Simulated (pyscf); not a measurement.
Thermochemistry of product channels of HO–Al(F)–F (SMILES [OH][Al]([F])[F]) + H• (SMILES [H]) on the doublet surface, in kcal/mol, from ωB97M-D3(BJ)/def2-TZVP energies (ideal gas, 1 atm, RRHO with modes under 100 cm⁻¹ raised to 100, one conformer, R ln 2 for rigid chiral ones). Structures and frequencies: ωB97X-D3(BJ)/def2-SVP in PySCF.

```tsv
products	ΔE	ΔH(298 K)	ΔG(600 K)	ΔG(900 K)
[HO–Al–F]• (SMILES [OH][Al][F]) + HF (SMILES F)	(withheld)	+23.9	+18.6	+16.5
•O–Al(F)–F (SMILES [O][Al]([F])[F]) + H₂ (SMILES [H][H])	+19.3	+18.7	+17.5	(withheld)
O (SMILES [O]) [triplet] + [F–Al–F]• (SMILES [F][Al][F]) + H₂ (SMILES [H][H])	+128.1	+126.4	+107.2	+97.9
H₂O (SMILES O) + [F–Al–F]• (SMILES [F][Al][F])	+8.3	+12.6	+7.4	+5.8
```

Question: Fill in the missing entries.

Answer: 
- [HO–Al–F]• (SMILES [OH][Al][F]) + HF (SMILES F), ΔE: +20.3
- •O–Al(F)–F (SMILES [O][Al]([F])[F]) + H₂ (SMILES [H][H]), ΔG(900 K): +17.1

These are energies of the channels, which say nothing of barriers. Left out: orbital degeneracy and the spin-orbit lowering of O.
